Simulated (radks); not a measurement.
# C³⁺ in [He] 2s1: an all-electron calculation

An exercise on one series of results from a longer session: the logs are not shown, and one member is left open.

Method: non-relativistic Kohn-Sham, BLYP, spin-polarised, spherical densities, point nucleus; open shells are filled with parallel spins first. Code: radks (a radial shooting solver on a logarithmic mesh, Libxc functionals) version 1.

### Starting point

- element: carbon (Z = 6)
- charge: +3
- electrons: 3
- configuration: [He] 2s1

Outer shells as boxes (Hund's rule):

C³⁺
```
[He] core
2s [↑ ]
```

Set-up of the first run:

The run's settings:

```text
Z 6
configuration [He] 2s1 2p0 3s0
relativity non-relativistic
functional b88,lyp
spin polarised
nucleus point
```

On the command line:

```
python run_ks.py task.json out
```

All runs below come from this command, one after another.

Steps of the session up to this table: Self-consistent calculation.

One table of the session follows, with a row left open; its other results are not shown here.

It belongs to the step «Shells». Radial moments (bohr):

```
  level     <r>  outermost maximum (interpolated)  90 % within
  1s up  0.2692                             0.174        0.483
1s down  0.2694                             0.174        0.483
  2s up   1.269                              1.07         1.95
  2p up       ?                                 ?            ?
```

Q: Estimate the row for 2p up from the others.

As computed: <r>: 1.186; outermost maximum (interpolated): 0.946; 90 % within: 1.91. In the column «<r>» it lies between 1s down (0.2694) and 2s up (1.269).
